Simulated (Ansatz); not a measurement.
```yaml
crystal:
  periodic: [false, false, false]
  atoms:
    - {symbol: C, position_ang: [-0.745339, -0.158221, -0.002733]}
    - {symbol: F, position_ang: [0.536099, 0.055031, 0.001759]}
    - {symbol: H, position_ang: [-1.223264, 0.848099, -0.000599]}
basis:
  gaussian: {orbitals: def2-TZVP}
hamiltonian: {xc: pbe0}
relax: {f_tol: 0.004, max_steps: 80}
```

```sh
$ ansatz run in.yaml --threads 1 --pin off --events-out ev --progress --plain --max-ram 2176MiB
```

Steps of the relaxation (energy above the last step; positions in Å, forces in eV/Å):

```
3
step 1, 18.0 meV
C    -0.745   -0.158   -0.003   -0.058   -0.833   -0.003
F     0.536    0.055    0.002   -0.217    0.357    0.001
H    -1.223    0.848   -0.001    0.275    0.475    0.002
```

```
3
step 2, 0.3 meV
C    -0.753   -0.178   -0.003   -0.066   -0.125   -0.001
F     0.521    0.071    0.002    0.099    0.027    0.000
H    -1.201    0.851   -0.001   -0.033    0.098    0.000
```

```
3
step 3, 0.0 meV
C    -0.753   -0.180   -0.003   -0.040   -0.025    0.000
F     0.522    0.072    0.002    0.048    0.008    0.000
H    -1.202    0.853   -0.001   -0.009    0.017    0.000
```

```
3
step 5, 0.0 meV
C    -0.753   -0.180   -0.003    0.000    0.000    0.000
F     0.523    0.072    0.002    0.000    0.000    0.000
H    -1.202    0.853   -0.001    0.000    0.000    0.000
```

Close pairs at the end: C1–H3 1.126 Å, C1–F2 1.301 Å.

A stationary point of restricted PBE0 after 5 steps (its stability towards spin polarisation wasn't tested); no frequencies were run, so it isn't proven a minimum. 4.2 s on 1 thread of Arm Neoverse V1, shared host.
